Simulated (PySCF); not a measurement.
# C2H7Al (SMILES [CH3][AlH][CH3]): levels of theory compared

We compute a comparison of 6 runs (HF/def2-SVP, B3LYP/6-31G*, B3LYP/def2-SVP, PBE0/def2-SVP, M06-2X/def2-SVPD, PBE0/def2-TZVP) of C2H7Al. Input form: a Python script.

Program for the calculation: PySCF 2.14.0.

## Step 1: The structure to begin with

C2H7Al: 10 atoms, total charge 0, spin state singlet. SMILES: `[CH3][AlH][CH3]`. Geometry: relaxed at PBE0-D4/def2-TZVP.

Bond lengths: C1–Al2 1.954 Å, Al2–C3 1.954 Å, C1–H4 1.095 Å, C1–H5 1.092 Å, C1–H6 1.096 Å, Al2–H7 1.595 Å, C3–H8 1.093 Å, C3–H9 1.095 Å, C3–H10 1.096 Å. Some angles: C1–Al2–C3 121.2°, C1–Al2–H7 120.2°, C3–Al2–H7 118.5°, Al2–C1–H4 111.1°, Al2–C1–H5 113.4°, Al2–C1–H6 110.4°, Al2–C3–H8 113.4°, Al2–C3–H9 111.0°, Al2–C3–H10 110.5°, H4–C1–H5 108.0°.

## Step 2: Energy and forces at HF/def2-SVP (run 1)

Input file calc.py:

```python
# [CH3][AlH][CH3]
from pyscf import gto

mol = gto.Mole()
mol.atom = [
    ('C', (-1.219100, 0.923600, -0.783300)),
    ('Al', (0.496800, 0.021800, -0.536400)),
    ('C', (0.903900, -0.949000, 1.109700)),
    ('H', (-2.054000, 0.233200, -0.621200)),
    ('H', (-1.337000, 1.368500, -1.773800)),
    ('H', (-1.340300, 1.723700, -0.043600)),
    ('H', (1.605700, 0.078800, -1.681200)),
    ('H', (0.069000, -0.980000, 1.814000)),
    ('H', (1.201900, -1.980900, 0.894300)),
    ('H', (1.756300, -0.490900, 1.624500)),
]
mol.charge = 0
mol.basis = 'def2-svp'
mol.verbose = 4
mol.spin = 0
mol.max_memory = 1860
mol.build()

myscf = mol.RHF()
myscf.conv_tol = 1e-10
myscf.kernel()
if not myscf.converged:
    myscf = myscf.newton().run(myscf.mo_coeff, myscf.mo_occ)

e_tot = myscf.e_tot
print(f'total energy: {e_tot:.8f} hartree')
grad = myscf.nuc_grad_method().kernel()
dip = myscf.dip_moment()
pop, q = myscf.mulliken_pop()
```

On the command line:

```
$ OMP_NUM_THREADS=1 python calc.py
```

What it wrote:

```text
PySCF version 2.14.0

[... 62 lines left out ...]
converged SCF energy = -321.594740944714
total energy: -321.59474094 hartree
[... 11 lines left out ...]
Dipole moment(X, Y, Z, Debye): -0.43352, -0.02310,  0.44102
[... 53 lines left out ...]
pop of  4 H 2s            0.18047
pop of  4 H 2px           0.00564
pop of  4 H 2py           0.00631
pop of  4 H 2pz           0.01516
pop of  5 H 1s            0.73526
pop of  5 H 2s            0.18777
pop of  5 H 2px           0.00638
pop of  5 H 2py           0.01132
pop of  5 H 2pz           0.01012
pop of  6 H 1s            0.71830
pop of  6 H 2s            0.54128
pop of  6 H 2px           0.00312
pop of  6 H 2py           0.00011
pop of  6 H 2pz           0.00331
pop of  7 H 1s            0.73905
pop of  7 H 2s            0.18193
pop of  7 H 2px           0.01228
pop of  7 H 2py           0.00436
pop of  7 H 2pz           0.01039
pop of  8 H 1s            0.73533
pop of  8 H 2s            0.18631
pop of  8 H 2px           0.00519
pop of  8 H 2py           0.01597
pop of  8 H 2pz           0.00656
pop of  9 H 1s            0.73498
pop of  9 H 2s            0.18758
pop of  9 H 2px           0.01204
pop of  9 H 2py           0.00737
pop of  9 H 2pz           0.00840
 ** Mulliken atomic charges  **
charge of    0C =     -0.48540
charge of    1Al =      0.93250
charge of    2C =     -0.48634
charge of    3H =      0.04995
charge of    4H =      0.05401
charge of    5H =      0.04916
charge of    6H =     -0.26613
charge of    7H =      0.05199
charge of    8H =      0.05065
charge of    9H =      0.04961
```

Wall time 3.6 s (1 thread of Arm Neoverse V2, shared host); peak memory 0.16 GiB.

## Step 3: Energy and forces at B3LYP/6-31G(d) (spherical functions) (run 2)

Input file input.py:

```python
import pyscf.grad
from pyscf import gto, dft

molecule = gto.M(
    atom='''
C   -1.219100   0.923600  -0.783300
Al   0.496800   0.021800  -0.536400
C    0.903900  -0.949000   1.109700
H   -2.054000   0.233200  -0.621200
H   -1.337000   1.368500  -1.773800
H   -1.340300   1.723700  -0.043600
H    1.605700   0.078800  -1.681200
H    0.069000  -0.980000   1.814000
H    1.201900  -1.980900   0.894300
H    1.756300  -0.490900   1.624500
''',
    max_memory=1860,
    basis='6-31g*',
    spin=0,
    verbose=3,
)

mf = dft.RKS(molecule, xc='b3lyp')
mf.conv_tol = 1e-10
mf.grids.level = 5
mf.kernel()
if not mf.converged:
    mf = mf.newton().run(mf.mo_coeff, mf.mo_occ)

e_tot = mf.e_tot
print(f'total energy: {e_tot:.8f} hartree')
grad = mf.Gradients().kernel()
dip = mf.dip_moment()
pop, q = mf.mulliken_pop()
```

On the command line:

```
$ OMP_NUM_THREADS=1 python input.py
```

What it wrote:

```text
converged SCF energy = -322.858285993166
total energy: -322.85828599 hartree
--------------- RKS gradients ---------------
         x                y                z
0 C     0.0007725992    -0.0006041907     0.0002446715
1 Al    -0.0018585910    -0.0001031379     0.0022784948
2 C    -0.0007201255     0.0005781731    -0.0007845883
3 H     0.0020947906     0.0009708266    -0.0001177912
4 H     0.0007013776    -0.0010690988     0.0019633177
5 H     0.0008061989    -0.0017863918    -0.0011633155
6 H    -0.0009468650    -0.0000285369     0.0008976713
7 H     0.0013368181     0.0003875144    -0.0017268762
8 H    -0.0005378182     0.0022362016    -0.0000849233
9 H    -0.0016470714    -0.0005812163    -0.0015083303
----------------------------------------------
Dipole moment(X, Y, Z, Debye): -0.49365, -0.02728,  0.53063
 ** Mulliken pop  **
pop of  0 C 1s            1.99663
pop of  0 C 2s            0.66070
pop of  0 C 3s            0.68837
pop of  0 C 2px           0.73036
pop of  0 C 2py           0.69448
pop of  0 C 2pz           0.69146
pop of  0 C 3px           0.46613
pop of  0 C 3py           0.39864
pop of  0 C 3pz           0.36421
pop of  0 C 3dxy          0.00499
pop of  0 C 3dyz          0.00822
pop of  0 C 3dz^2         0.00541
pop of  0 C 3dxz          0.00087
pop of  0 C 3dx2-y2       0.00169
pop of  1 Al 1s           1.99970
pop of  1 Al 2s           1.99702
pop of  1 Al 3s           0.83776
pop of  1 Al 4s           0.18459
pop of  1 Al 2px          1.98816
pop of  1 Al 2py          1.98566
pop of  1 Al 2pz          1.98807
pop of  1 Al 3px          0.46703
pop of  1 Al 3py          0.19832
pop of  1 Al 3pz          0.45655
pop of  1 Al 4px          0.07212
pop of  1 Al 4py          0.02908
pop of  1 Al 4pz          0.07463
pop of  1 Al 3dxy         0.02005
pop of  1 Al 3dyz         0.01905
pop of  1 Al 3dz^2        0.02974
pop of  1 Al 3dxz         0.05105
pop of  1 Al 3dx2-y2      0.02159
pop of  2 C 1s            1.99663
pop of  2 C 2s            0.66066
pop of  2 C 3s            0.68783
pop of  2 C 2px           0.69313
pop of  2 C 2py           0.69650
pop of  2 C 2pz           0.72655
pop of  2 C 3px           0.36988
pop of  2 C 3py           0.40568
pop of  2 C 3pz           0.45338
pop of  2 C 3dxy          0.00364
pop of  2 C 3dyz          0.00161
pop of  2 C 3dz^2         0.00189
pop of  2 C 3dxz          0.00807
pop of  2 C 3dx2-y2       0.00597
pop of  3 H 1s            0.51624
pop of  3 H 2s            0.32385
pop of  4 H 1s            0.51851
pop of  4 H 2s            0.31607
pop of  5 H 1s            0.51567
pop of  5 H 2s            0.32492
pop of  6 H 1s            0.49420
pop of  6 H 2s            0.62966
pop of  7 H 1s            0.51871
pop of  7 H 2s            0.32110
pop of  8 H 1s            0.51602
pop of  8 H 2s            0.32214
pop of  9 H 1s            0.51565
pop of  9 H 2s            0.32357
 ** Mulliken atomic charges  **
charge of    0C =     -0.71214
charge of    1Al =      0.57985
charge of    2C =     -0.71140
charge of    3H =      0.15991
charge of    4H =      0.16542
charge of    5H =      0.15941
charge of    6H =     -0.12386
charge of    7H =      0.16018
charge of    8H =      0.16185
charge of    9H =      0.16078
```

Wall time 14 s (1 thread of Arm Neoverse V2, shared host); peak memory 0.6 GiB.

Run 3 isn't shown in full; the table further down has it.

## Step 4: Energy and forces at PBE0/def2-SVP (run 4)

Input file calc.py:

```python
import pyscf.grad
from pyscf import gto, dft

mol = gto.M(
    atom='''
C     -1.219100     0.923600    -0.783300
Al     0.496800     0.021800    -0.536400
C      0.903900    -0.949000     1.109700
H     -2.054000     0.233200    -0.621200
H     -1.337000     1.368500    -1.773800
H     -1.340300     1.723700    -0.043600
H      1.605700     0.078800    -1.681200
H      0.069000    -0.980000     1.814000
H      1.201900    -1.980900     0.894300
H      1.756300    -0.490900     1.624500
''',
    verbose=4,
    max_memory=1860,
    basis='def2-svp',
    spin=0,
)

calc0 = dft.RKS(mol, xc='pbe0')
calc0.conv_tol = 1e-10
calc0.grids.level = 5
calc0.kernel()
if not calc0.converged:
    calc0 = calc0.newton().run(calc0.mo_coeff, calc0.mo_occ)

energy = calc0.e_tot
print(f'total energy: {energy:.8f} hartree')
grad = calc0.Gradients().kernel()
calc0.analyze()
```

On the command line:

```
$ OMP_NUM_THREADS=1 python calc.py
```

What it wrote:

```text
PySCF version 2.14.0

[... 75 lines left out ...]
converged SCF energy = -322.496937447976
[... 22 lines left out ...]
MO #1   energy= -56.1226343222818  occ= 2
[... 7 lines left out ...]
MO #9   energy= -0.680487354135955 occ= 2
[... 7 lines left out ...]
MO #17  energy= -0.028600254835097 occ= 0
[... 7 lines left out ...]
MO #25  energy= 0.158088184732229  occ= 0
[... 7 lines left out ...]
MO #33  energy= 0.510920956762782  occ= 0
[... 7 lines left out ...]
MO #41  energy= 0.695630988770434  occ= 0
[... 7 lines left out ...]
MO #49  energy= 0.894141337276742  occ= 0
[... 7 lines left out ...]
MO #57  energy= 1.57559570854966   occ= 0
[... 7 lines left out ...]
MO #65  energy= 1.96167032286586   occ= 0
[... 7 lines left out ...]
MO #73  energy= 2.44835558375232   occ= 0
[... 7 lines left out ...]
MO #81  energy= 2.96752188473287   occ= 0
[... 55 lines left out ...]
pop of  4 H 2px           0.00019
pop of  4 H 2py           0.00024
pop of  4 H 2pz           0.00080
pop of  5 H 1s            0.87693
pop of  5 H 2s            0.00606
pop of  5 H 2px           0.00029
pop of  5 H 2py           0.00057
pop of  5 H 2pz           0.00044
pop of  6 H 1s            1.16187
pop of  6 H 2s            0.00073
pop of  6 H 2px           0.00120
pop of  6 H 2py           0.00002
pop of  6 H 2pz           0.00125
pop of  7 H 1s            0.88269
pop of  7 H 2s            0.00672
pop of  7 H 2px           0.00058
pop of  7 H 2py           0.00009
pop of  7 H 2pz           0.00055
pop of  8 H 1s            0.87571
pop of  8 H 2s            0.00616
pop of  8 H 2px           0.00015
pop of  8 H 2py           0.00087
pop of  8 H 2pz           0.00025
pop of  9 H 1s            0.87553
pop of  9 H 2s            0.00606
pop of  9 H 2px           0.00061
pop of  9 H 2py           0.00027
pop of  9 H 2pz           0.00042
 ** Mulliken atomic charges  **
charge of    0C =     -0.61755
charge of    1Al =      0.71302
charge of    2C =     -0.61804
charge of    3H =      0.11460
charge of    4H =      0.11401
charge of    5H =      0.11571
charge of    6H =     -0.16508
charge of    7H =      0.10937
charge of    8H =      0.11685
charge of    9H =      0.11712
Dipole moment(X, Y, Z, Debye): -0.49726, -0.02547,  0.52461
```

Wall time 19 s (1 thread of Arm Neoverse V2, shared host); peak memory 0.81 GiB.

Run 5 isn't shown in full; the table further down has it.

## Step 5: Energy and gradient at PBE0/def2-TZVP (run 6)

Input file job.py:

```python
# [CH3][AlH][CH3]
from pyscf import gto, dft

mol = gto.Mole()
mol.atom = '''
C     -1.219100     0.923600    -0.783300
Al     0.496800     0.021800    -0.536400
C      0.903900    -0.949000     1.109700
H     -2.054000     0.233200    -0.621200
H     -1.337000     1.368500    -1.773800
H     -1.340300     1.723700    -0.043600
H      1.605700     0.078800    -1.681200
H      0.069000    -0.980000     1.814000
H      1.201900    -1.980900     0.894300
H      1.756300    -0.490900     1.624500
'''
mol.basis = 'def2-tzvp'
mol.max_memory = 1860
mol.charge = 0
mol.verbose = 3
mol.build()

mf = dft.RKS(mol, xc='pbe0')
mf.conv_tol = 1e-10
mf.grids.level = 5
mf.kernel()
if not mf.converged:
    mf = mf.newton().run(mf.mo_coeff, mf.mo_occ)

etot = mf.e_tot
print('Final energy', etot)
grad = mf.nuc_grad_method().kernel()
mf.analyze()
```

On the command line:

```
$ OMP_NUM_THREADS=1 python job.py
```

What it wrote:

```text
converged SCF energy = -322.669835580571
[... 18 lines left out ...]
MO #9   energy= -0.688990922916708 occ= 2
[... 11 lines left out ...]
MO #21  energy= 0.107256577326188  occ= 0
[... 11 lines left out ...]
MO #33  energy= 0.258702152753284  occ= 0
[... 11 lines left out ...]
MO #45  energy= 0.482387635972129  occ= 0
[... 11 lines left out ...]
MO #57  energy= 0.818675289217879  occ= 0
[... 11 lines left out ...]
MO #69  energy= 1.1657684821708    occ= 0
[... 11 lines left out ...]
MO #81  energy= 1.79568071877725   occ= 0
[... 11 lines left out ...]
MO #93  energy= 2.16963852174323   occ= 0
[... 11 lines left out ...]
MO #105 energy= 2.60159941320708   occ= 0
[... 11 lines left out ...]
MO #117 energy= 3.22507829590474   occ= 0
[... 11 lines left out ...]
MO #129 energy= 3.62343043418697   occ= 0
[... 11 lines left out ...]
MO #141 energy= 22.2647709494851   occ= 0
[... 11 lines left out ...]
Dipole moment(X, Y, Z, Debye): -0.47417, -0.02324,  0.48583
```

Wall time 53 s (1 thread of Arm Neoverse V2, shared host); peak memory 1.6 GiB.

## Step 6: Overview of the runs

```csv
run,level,integration grid,energy (Eh),dipole moment (D),HOMO energy (eV),LUMO energy (eV),wall time
1,HF/def2-SVP,–,-321.594741,0.62,-10.86,1.99,3.6 s
2,B3LYP/6-31G* (spherical functions),5,-322.858286,0.73,-7.30,-0.93,14 s
3,B3LYP/def2-SVP,5,-322.743201,0.71,-7.48,-0.99,19 s
4,PBE0/def2-SVP,5,-322.496937,0.72,-7.74,-0.78,19 s
5,M06-2X/def2-SVPD,5,-322.651819,0.64,-8.95,-0.31,71 s
6,PBE0/def2-TZVP,5,-322.669836,0.68,-7.76,-0.83,53 s
```

## Step 7: Results

| quantity | value |
| --- | --- |
| run 6: total energy | -322.66984 Eh |
| run 6: dipole moment | 0.68 D |
| run 6: HOMO energy | -7.76 eV |
| run 6: LUMO energy | -0.83 eV |
| run 6: HOMO–LUMO gap | 6.93 eV |
| run 6: largest force on an atom | 0.016 eV/Å |

**Reading.** The dipole moment (its size) runs from 0.62 D (HF/def2-SVP) to 0.73 D (B3LYP/6-31G*). The two ends differ in method and basis. The HOMO–LUMO gap runs from 6.37 eV (B3LYP/6-31G*) to 12.85 eV (HF/def2-SVP). Totals of different functionals can't be ranked against each other. All runs together took 3 min, the longest 71 s.
